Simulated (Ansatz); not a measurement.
B$_{2}$ClH$_{3}$ (`BBCl`), 6 atoms. Total charge 0; spin multiplicity 1. All runs use 2 threads of an Arm Neoverse V1 on a shared host. Correlated methods freeze the cores. Open-shell runs search over several starts.

Q: How many basis functions does each run have, and how long does it take in Ansatz? UKS ωB97M-V/def2-TZVPP energy of the cation; RKS PBE0-D4/def2-TZVP frequencies; RKS PBE0-D4/def2-SVP energy; UKS PBE0-D4/def2-TZVPP energy of the cation; UHF-CCSD(T)/def2-TZVPP energy of the cation; UKS B3LYP-D4/def2-TZVPP energy of the cation; UKS PBE-D4/def2-TZVPP energy of the cation; RKS ωB97X-V/def2-TZVPP energy; RKS ωB97M-V/def2-QZVPP energy; RHF-CCSD(T)/def2-TZVPP energy; direct RPA on PBE orbitals/def2-TZVPP energy; RKS PBE0-D4/def2-TZVP relaxation (9 steps). (An estimate is asked.)

A: Computed: Other jobs shared the machine, so times are rough.

| level | job | functions | wall time | peak host memory (GiB) |
| --- | --- | --- | --- | --- |
| RKS PBE0-D4/def2-SVP | energy | 61 | 0.55 s | 0.1 |
| direct RPA on PBE orbitals/def2-TZVPP | energy | 146 | 2.1 s | 0.21 |
| UKS PBE-D4/def2-TZVPP | energy of the cation | 146 | 2.7 s | 0.25 |
| UKS PBE0-D4/def2-TZVPP | energy of the cation | 146 | 2.8 s | 0.29 |
| UKS B3LYP-D4/def2-TZVPP | energy of the cation | 146 | 3 s | 0.29 |
| RKS ωB97X-V/def2-TZVPP | energy | 146 | 3.9 s | 0.28 |
| RHF-CCSD(T)/def2-TZVPP | energy | 146 | 9 s | 0.85 |
| UKS ωB97M-V/def2-TZVPP | energy of the cation | 146 | 9.5 s | 0.43 |
| RKS ωB97M-V/def2-QZVPP | energy | 274 | 9.5 s | 0.73 |
| RKS PBE0-D4/def2-TZVP | relaxation (9 steps) | 117 | 14 s | 0.18 |
| RKS PBE0-D4/def2-TZVP | frequencies | 117 | 34 s | 0.18 |
| UHF-CCSD(T)/def2-TZVPP | energy of the cation | 146 | 38 s | 1.9 |

B3LYP here is the variant with VWN-RPA as its local correlation; programs differ in this.
